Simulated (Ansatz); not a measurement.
# H4S2Si: the cost of one run

The runs use Ansatz 0.2.0, Gaussian basis; BLYP-D4/def2-SVP.

## (1) The system as given

The start, a first-order saddle point found at PBE0-D4 in triple zeta: 7 atoms, charge 0, spin multiplicity 1.

Atoms are counted from 1 here; the program's logs count them from 0.

Bond lengths: Si1–S2 2.362 Å, Si1–S3 2.011 Å, Si1–H5 1.486 Å, Si1–H6 1.488 Å, S2–H4 1.463 Å, S2–H7 1.344 Å. Angles: S2–Si1–S3 94.8°, S2–Si1–H5 98.7°, S2–Si1–H6 102.0°, S3–Si1–H5 122.3°, S3–Si1–H6 123.2°, H5–Si1–H6 108.2°, Si1–S2–H4 64.9°, Si1–S2–H7 92.8°, H4–S2–H7 90.7°.

As a file:

```
Si   -0.5175   -0.2266    0.6849
S     1.0614   -0.4265   -1.0609
S    -1.6364    1.1530   -0.2574
H    -0.0906    0.4239   -1.3604
H    -0.9281   -1.6519    0.7820
H     0.3500    0.0866    1.8522
H     1.7614    0.6414   -0.6403
```

## (2) The relaxation

Contents of run/in.yaml:

```yaml
crystal:
  periodic: [false, false, false]
  atoms:
    - {symbol: Si, position_ang: [-0.517543, -0.226553, 0.684890]}
    - {symbol: S, position_ang: [1.061379, -0.426521, -1.060910]}
    - {symbol: S, position_ang: [-1.636410, 1.153008, -0.257363]}
    - {symbol: H, position_ang: [-0.090643, 0.423948, -1.360417]}
    - {symbol: H, position_ang: [-0.928148, -1.651871, 0.782026]}
    - {symbol: H, position_ang: [0.350043, 0.086574, 1.852186]}
    - {symbol: H, position_ang: [1.761422, 0.641415, -0.640312]}
basis:
  gaussian: {orbitals: def2-SVP}
hamiltonian: {xc: {name: BLYP}, dispersion: d4}
relax: {f_tol: 0.03, max_steps: 60, escape_saddle: false}
```

Launch:

```sh
> ansatz run in.yaml --threads 2 --pin off --events-out ev --progress --plain --max-ram 4352MiB
```

**Question.** How long does this run take on 2 threads of Intel Xeon Platinum 8175M at 2.50GHz, shared host?

About 24 s.
